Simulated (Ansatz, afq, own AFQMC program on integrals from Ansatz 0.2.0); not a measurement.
Integrals from Ansatz 0.2.0, then the random walk in our own AFQMC program (afq).

```yaml
crystal:
  periodic: [false, false, false]
  atoms:
    - {symbol: Si, position_ang: [0.000000, 0.040626, 1.737197]}
    - {symbol: Ge, position_ang: [0.000000, -0.036181, -0.655626]}
    - {symbol: H, position_ang: [0.000000, 1.475453, -1.156210]}
basis:
  gaussian: {orbitals: cc-pVDZ}
magnetization: {spin_polarized: true, initial_magnetization: 3}
correlation: {method: ccsd_t, electrons: outside_noble_gas, hamiltonian_folder: ham}
```

```sh
$ ansatz run in.yaml --threads 1 --pin off --events-out ev --progress --plain --max-ram 1382MiB
```

Options of the walk:

```
--method phaseless --trial cisd --walkers 60 --populations 1 --least-time 40 --time-step 0.005 --steps-per-block 50 --equilibration-blocks 28 --max-blocks 300 --target-error 0.00036 --factor-cut 1e-05 --start spin_pure --seed 581 --release-times 0.24,0.51,0.99,1.62,2.4 --release-step 0.03 --release-every 4 --taylor-order 6
```

Times are imaginary, in 1/Eh. The walk had a cap of 671 s. Filled inner d shells are frozen with the cores.

```
orbitals 31  electrons 6 3  factors 236 of 556
reference energy -2364.75211985 Eh
CCSD correlation -0.16485579 Eh in 15 cycles, weight of the determinant in the CISD state 0.8543
energy of the start -2364.916364 Eh
 block  time / (1/Eh)  mean weight  energy / Eh
     1     0.250  1.0011  -2364.914540
     2     0.500  1.0000  -2364.914785
     3     0.750  1.0006  -2364.916160
     4     1.000  0.9998  -2364.919452
     5     1.250  1.0000  -2364.920923
     7     1.750  0.9996  -2364.919474
     9     2.250  0.9993  -2364.920310
    17     4.250  0.9995  -2364.932921
    33     8.250  1.0009  -2364.920608
    49    12.250  1.0000  -2364.924890
    65    16.250  0.9996  -2364.928073
    81    20.250  1.0006  -2364.924336
    97    24.250  1.0016  -2364.922588
   113    28.250  0.9848  -2364.928759
   129    32.250  1.0005  -2364.927833
   145    36.250  0.9993  -2364.924248
   161    40.250  1.0002  -2364.922080
   177    44.250  0.9980  -2364.930089
   193    48.250  0.9944  -2364.929219
   209    52.250  0.9989  -2364.924327
   225    56.250  0.9984  -2364.926688
   241    60.250  1.0001  -2364.926177
   257    64.250  0.9998  -2364.921212
   273    68.250  0.9993  -2364.923424
   289    72.250  1.0006  -2364.925618
   305    76.250  1.0015  -2364.938464
   313    78.250  1.0005  -2364.918007
   321    80.250  1.0000  -2364.924603
blocks merged  error / Eh  count
     1  0.000199  300
     2  0.000257  150
     4  0.000316  75
     8  0.000400  37
    16  0.000441  18
    32  0.000519  9
released: time / (1/Eh)  energy / Eh  error  mean overlap
  0.24  -2364.924536  0.000486  0.9987
  0.51  -2364.925083  0.000481  0.9923
  0.99  -2364.925623  0.000355  0.9805
  1.62  -2364.925334  0.000305  0.9833
  2.40  -2364.925892  0.000476  0.9615
energy -2364.924467 +/- 0.000441 Eh
(rows thinned)
```

(1) Estimate how long the walk took on 1 thread of Arm Neoverse V2 (shared host).

The run passed its tests (sampling time, drift between the halves within three errors, error under three times the target), which doesn't prove that it has relaxed.

Against this walk (error 12.0 meV) on the same determinant: CCSD(T) 20.1 meV higher (within the noise), CCSDT(Q) 40.1 meV lower. The error is statistical and leaves out the bias of the constraint. Released to 2.40 1/Eh the energy lies 39 ± 18 meV (both errors) below the phaseless value, which shows part or all of the bias of the constraint, and CCSDT(Q) lies 1.3 meV below the released value. CCSDT(Q) is the surest value here, so the walk's 40 meV above it is most likely the bias of the constraint with this trial, which can have either sign.

Cautions: constraint bias not in the error; error above the target (12.0 against 9.8 meV); no relativity below Rb; no spin-orbit coupling; inner d shell frozen; lower spins were not checked.

## Answers

(1) 3.6 min of wall time.

CCSDT and higher add their correlation energy to the determinant of the CCSD(T) run, since their own runs factorise the integrals more tightly (a shift of under 2 meV). A walk keeps the symmetry of its determinant, which the program's search chose and which needn't be the lowest solution, so a lower state of the same spin and another symmetry isn't excluded.
